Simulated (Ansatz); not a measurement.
# Tungsten, bcc under PBE: convergence with the Methfessel-Paxton smearing

A convergence test of the Methfessel-Paxton smearing width. The geometry was relaxed under PBE beforehand and stays fixed; 7 values are run, from 0.01 to 1.0 eV. Wanted are the values from which on the energy stays within 10 and 1 meV/atom, and the pressure within 0.5 GPa, of the narrowest run. Within the series other settings stay, but some runs also write fields, which adds to their time. Spin polarisation is left out.

Computed with Ansatz 0.2.0 (DFT PBE, plane waves with PAW, scalar-relativistic, unless a step says otherwise).

### 1 Starting point

The structure is cubic, space group Im-3m (No. 229). The conventional cell has a = 3.184 Å, b = 3.184 Å, c = 3.184 Å, α = 90.00°, β = 90.00°, γ = 90.00°. W (site symmetry m-3m) has 8 W at 2.76 Å as nearest neighbours.

Structure file:

```cif
data_structure
_symmetry_space_group_name_H-M 'P 1'
_symmetry_Int_Tables_number 1
_cell_length_a 2.7577
_cell_length_b 2.7577
_cell_length_c 2.7577
_cell_angle_alpha 109.471
_cell_angle_beta 109.471
_cell_angle_gamma 109.471
_cell_volume 16.14
loop_
_atom_site_label
_atom_site_type_symbol
_atom_site_fract_x
_atom_site_fract_y
_atom_site_fract_z
_atom_site_occupancy
W1 W 0.00000 0.00000 0.00000 1
```

### 2 With a width of 0.01 eV

The run at 0.01 eV.

File input.yaml:

```yaml
crystal:
  lattice:
    - [-1.5921723362, 1.5921723362, 1.5921723362]
    - [1.5921723362, -1.5921723362, 1.5921723362]
    - [1.5921723362, 1.5921723362, -1.5921723362]
  atoms:
    - { symbol: W, position: [0.0, 0.0, 0.0] }
hamiltonian:
  xc: pbe
  pseudopotentials:
    kind: paw
    azcp:
      W: "pseudopotentials/W.paw.azcp"
basis:
  ecutwfc: 420
  fft_grid_basis: typed
kpoints:
  mp_grid: { grid: [14, 14, 14], shift: [0, 0, 0] }
magnetization:
  spin_polarized: false
scf:
  occupations: { method: methfessel_paxton, width: 0.01 }
  lower_state_search: "off"
output:
  stress: true
  write_density: true
  write_potential: true
  elf: true
  volumetric_format: npy
```

Run with:

```sh
ansatz run input.yaml --threads 1 --pin off --max-ram 3584MiB --backend cpu --events-out ev --progress --plain --runs-dir out
```

### 3 With a width of 0.03 eV

The run at 0.03 eV.

input.yaml, as its differences from that of step 2:

```diff
@@ -21,3 +21,3 @@
 scf:
-  occupations: { method: methfessel_paxton, width: 0.01 }
+  occupations: { method: methfessel_paxton, width: 0.03 }
   lower_state_search: "off"
@@ -25,5 +25 @@
   stress: true
-  write_density: true
-  write_potential: true
-  elf: true
-  volumetric_format: npy
```

### 4 With a width of 0.1 eV

The run at 0.1 eV.

input.yaml, as its differences from that of step 3:

```diff
@@ -21,3 +21,3 @@
 scf:
-  occupations: { method: methfessel_paxton, width: 0.03 }
+  occupations: { method: methfessel_paxton, width: 0.1 }
   lower_state_search: "off"
```

### 5 With a width of 0.2 eV

The run at 0.2 eV.

input.yaml, as its differences from that of step 4:

```diff
@@ -21,3 +21,3 @@
 scf:
-  occupations: { method: methfessel_paxton, width: 0.1 }
+  occupations: { method: methfessel_paxton, width: 0.2 }
   lower_state_search: "off"
```

### 6 With a width of 0.3 eV

The run at 0.3 eV.

input.yaml, as its differences from that of step 5:

```diff
@@ -21,3 +21,3 @@
 scf:
-  occupations: { method: methfessel_paxton, width: 0.2 }
+  occupations: { method: methfessel_paxton, width: 0.3 }
   lower_state_search: "off"
```

### 7 With a width of 0.6 eV

The run at 0.6 eV.

input.yaml, as its differences from that of step 6:

```diff
@@ -21,3 +21,3 @@
 scf:
-  occupations: { method: methfessel_paxton, width: 0.3 }
+  occupations: { method: methfessel_paxton, width: 0.6 }
   lower_state_search: "off"
@@ -25 +25,5 @@
   stress: true
+  write_density: true
+  write_potential: true
+  elf: true
+  volumetric_format: npy
```

### 8 With a width of 1.0 eV

The run at 1.0 eV.

input.yaml, as its differences from that of step 7:

```diff
@@ -21,3 +21,3 @@
 scf:
-  occupations: { method: methfessel_paxton, width: 0.6 }
+  occupations: { method: methfessel_paxton, width: 1.0 }
   lower_state_search: "off"
@@ -25,5 +25 @@
   stress: true
-  write_density: true
-  write_potential: true
-  elf: true
-  volumetric_format: npy
```

(Steps that only read results are left out.)

Before running it: what results should come out?

As calculated:

```
                                           quantity                       value
       E(σ → 0) stays within 10 meV/atom of 0.01 eV                up to 1.0 eV
                   E(σ → 0) stays within 1 meV/atom                up to 0.2 eV
                      pressure stays within 0.5 GPa                up to 0.3 eV
                                pressure at 0.01 eV                    0.37 GPa
energy of a separate run on a finer mesh (23×23×23)  -9.6 meV/atom from 0.01 eV
```

What this shows: The far end, 1.0 eV, lies -6.4 meV/atom and -1.2 GPa from the yardstick. The free energy F moves by +7.4 meV/atom over the range, and the estimate for σ → 0 by -6.4. This scheme cancels the term in the square of the width, so F moves little up to 0.2 eV. The mesh (14×14×14) is fixed, so the narrowest widths carry a k-point error of their own. The yardstick itself is unsettled by 9.6 meV/atom against the finer mesh, so the thresholds above hold only within this series, and wider smearing, which averages over more states, can land nearer the fine-mesh value than the narrowest does.
